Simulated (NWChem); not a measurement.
System: sulfur dioxide (SO2); SMILES O=S=O

Here is an NWChem input.

```
start job
memory heap 200 mb stack 900 mb global 1100 mb
geometry units angstroms noautoz
  O      1.250381     0.000000     0.373591
  S      0.000000     0.000000    -0.369092
  O     -1.250381     0.000000     0.373591
end
basis spherical
  * library sto-3g
end
dft
  xc b3lyp
  iterations 150
  mulliken
end
task dft energy
```

All runs use the structure optimised with PBE0/def2-SVP.

Problem. What results follow from this input? (B3LYP/STO-3G.) Quantities: basis functions; energy (Ha); highest occupied level (eV); orbital gap (eV); dipole (D).

Solution. 
```yaml
number_of_basis_functions: 19
energy (Ha): -541.94
highest occupied level (eV): -3.40
orbital gap (eV): 4.22
dipole (D): 1.36
```
